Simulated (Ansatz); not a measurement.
One change: `CCC(O)Cl` becomes `OC(F)Cl`.

Ansatz, PBE0-D4/def2-TZVP geometries, multiplicity 1. Each molecule was computed in one conformer, which needn't be the lowest.

```csv
property,`CCC(O)Cl`
size of the dipole moment (PBE/def2-TZVPP) / D,1.65
LUMO energy (ωB97M-V/def2-TZVPP) / eV,2.34
size of the dipole moment (ωB97M-V/def2-TZVPP) / D,1.68
LUMO energy (PBE/def2-TZVPP) / eV,-0.36
LUMO energy (PBE0/def2-TZVPP) / eV,0.68
HOMO–LUMO gap (ωB97M-V/def2-TZVPP) / eV,12.99
```

Q: What does the change do to each property? (Best estimate.)

A: The calculation gave: 
```tsv
property	`OC(F)Cl`	shift
size of the dipole moment (PBE/def2-TZVPP) / D	0.86	-0.79
LUMO energy (ωB97M-V/def2-TZVPP) / eV	2.37	0.03
size of the dipole moment (ωB97M-V/def2-TZVPP) / D	0.82	-0.86
LUMO energy (PBE/def2-TZVPP) / eV	-0.65	-0.29
LUMO energy (PBE0/def2-TZVPP) / eV	0.46	-0.22
HOMO–LUMO gap (ωB97M-V/def2-TZVPP) / eV	13.80	0.81
```

With PBE0 the HOMO falls by 0.77 eV and the LUMO falls by 0.22 eV, so the gap widens by about 0.55 eV. PBE moves the HOMO by -0.67 eV and ωB97M-V by -0.78 eV. The zero-point energy changes by -168.5 kJ/mol with -18 modes. Dipoles are sizes alone; their direction can turn.
